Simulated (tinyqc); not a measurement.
Inside a calculation. Method: extended Hueckel theory, for LiH+. The parameters take no account of the charge, which enters only through the electron count. One step of it, computed by the program tinyqc.

Task: Wolfsberg-Helmholz matrix. H_ij = K' S_ij (H_ii + H_jj)/2 for i != j (the diagonal keeps H_ii), with K' = 1.75.

overlap S, lower triangle:
```
,1Li 2s,1Li 2px,1Li 2py,1Li 2pz,2H 1s
1Li 2s,1.000000
1Li 2px,0.000000,1.000000
1Li 2py,0.000000,0.000000,1.000000
1Li 2pz,0.000000,0.000000,0.000000,1.000000
2H 1s,0.343834,0.000000,0.000000,0.469231,1.000000
```

diagonal H_ii (eV): 1Li 2s -5.400000, 1Li 2px -3.500000, 1Li 2py -3.500000, 1Li 2pz -3.500000, 2H 1s -13.600000

K = 1.750000

Give: H.

Result:

H (eV), lower triangle:
```
,1Li 2s,1Li 2px,1Li 2py,1Li 2pz,2H 1s
1Li 2s,-5.400
1Li 2px,0.000,-3.500
1Li 2py,0.000,0.000,-3.500
1Li 2pz,0.000,0.000,0.000,-3.500
2H 1s,-5.716,0.000,0.000,-7.021,-13.600
```
